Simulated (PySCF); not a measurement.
Compound: C2H (charge -1).
SMILES with atom numbers: `[C-:1]#[CH:2]` (hydrogens: H3 on C2)

The same species was optimised twice, with GFN2-xTB and with PBE0-D3(BJ)/def2-SVP (PySCF), and the same property calculations (PySCF, gas phase) were run on both structures.

| coordinate | GFN2-xTB | PBE0-D3(BJ)/def2-SVP | change |
| --- | --- | --- | --- |
| C2–H3 (Å) | 1.117 | 1.081 | -0.036 |
| C1≡C2 (Å) | 1.226 | 1.250 | +0.024 |
| C1–C2–H3 (°) | 180.0 | 179.9 | -0.1 |

Rotational constants: B = 42427 MHz (linear) (GFN2-xTB) against B = 41454 MHz (linear) (PBE0-D3(BJ)/def2-SVP). Point groups within 0.08 Å: C∞v and C∞v.

On the GFN2-xTB structure: HOMO (eV) -0.14 [PBE0/pcSseg-1]; LUMO (eV) 7.31 [PBE0/pcSseg-1]; GIAO shielding of C1 (ppm) 11.1 [PBE0/pcSseg-1]; GIAO shielding of C2 (ppm) 115.1 [PBE0/pcSseg-1].

Task: What do these properties become on the PBE0-D3(BJ)/def2-SVP structure?

Result: 
| property | level | on GFN2-xTB | on PBE0-D3(BJ)/def2-SVP | change |
| --- | --- | --- | --- | --- |
| HOMO (eV) | PBE0/pcSseg-1 | -0.14 | -0.23 | -0.09 |
| LUMO (eV) | PBE0/pcSseg-1 | 7.31 | 7.42 | +0.11 |
| energy, GFN2-xTB geometry as zero (kcal/mol) | PBE0/pcSseg-1 | 0.0 | -1.0 | -1.0 |
| GIAO shielding of C1 (ppm) | PBE0/pcSseg-1 | 11.1 | 3.2 | -7.9 |
| GIAO shielding of C2 (ppm) | PBE0/pcSseg-1 | 115.1 | 110.3 | -4.8 |

The heavy atoms differ by 0.012 Å rms after alignment. Among all bonds C2–H3 changes most (-0.036 Å). Changes are differences of the printed values. Neither structure is proved a minimum here. Isolated species at its PBE0-D3(BJ)/def2-SVP geometry, gas phase.
